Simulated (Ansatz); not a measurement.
System: fcc Ni. Method: PBE-D3(BJ) (Ansatz, an electronic-structure program, PAW).

Settings: plane-wave cutoff 500 eV, 36×36×36 k mesh, Fermi–Dirac smearing 0.1 eV, spin-polarised with parallel moments, scalar-relativistic PAW data made under PBE.

Cell (relaxed at this level):

```
Ni
1.0
    0.00000     1.73995     1.73995
    1.73995     0.00000     1.73995
    1.73995     1.73995     0.00000
Ni
1
Direct
  0.00000   0.00000   0.00000
```

### Question
Give the computed magnetic moment per atom (the cell's total over its atoms).

### Answer

* **magnetic moment per atom (the cell's total over its atoms)**: 0.62 μB

Moments are spin moments.

The computed numbers hold no vibrational or temperature effects.
